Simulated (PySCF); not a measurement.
Compound: C₄H₆O.
Bonds: O1–C2 (double), C2–C3, C3–C4, C4–C5, C3–C5. Hydrogens: H6 on C2; H7 on C3; H8, H9 on C4; H10, H11 on C5.

Level: wB97X-D/pcSseg-2 in PySCF, non-relativistic, on one gas-phase PBE0-D3(BJ)/def2-TZVP geometry that isn't relaxed in the solvent. The solvent is an IEF-PCM continuum (van der Waals radii × 1.2). Specific hydrogen bonds and non-electrostatic terms are outside this model.

Gas phase at wB97X-D/pcSseg-2: HOMO -9.31 eV, LUMO 1.26 eV, dipole 3.49 D.

Task: What does the continuum do to the energy, the frontier levels and the dipole at wB97X-D/pcSseg-2 in chloroform?

Result: 
```json
{"solvent": "chloroform", "ε": "4.711", "E(solvent) − E(gas) (kcal/mol)": "-4.32", "polarisation term (kcal/mol)": "-5.02", "distortion of the solute (kcal/mol)": "0.70", "HOMO (eV)": "-9.40", "LUMO (eV)": "1.27", "dipole (D)": "4.25"}
```

Polarisation term: ½ Σ q·V over the induced surface charges. Distortion: the rise of the solute's own energy as its density leaves the gas-phase optimum.

Task: Which radius a makes the point-dipole formula ΔE = −[(ε − 1)/(2ε + 1)]·μ²/a³ give the value in chloroform, with the gas-phase dipole?

Result: μ = 1.375 au and |ΔE| = 0.00688 Eh give a = 2.44 Å; the farthest nucleus lies 2.66 Å from the centroid of the nuclei, so such a sphere wouldn't even hold the nuclei. The formula assumes a rigid point dipole at the centre of a sphere.

The run took 75 s wall, 2.2 min CPU on 2 threads of an Intel Xeon at 2.50 GHz, no GPU, shared host, and the process peaked at 1.7 GiB of memory. This is the whole shielding run at wB97X-D/pcSseg-2 in chloroform, SCF included.

Conformer computed: `[O:1]=[CH:2][CH:3]1[CH2:4][CH2:5]1`: O1–C2–C3–C4 147°.

Note: wB97X-D ran without an empirical dispersion term, which enters the total energy and its gradient alone.
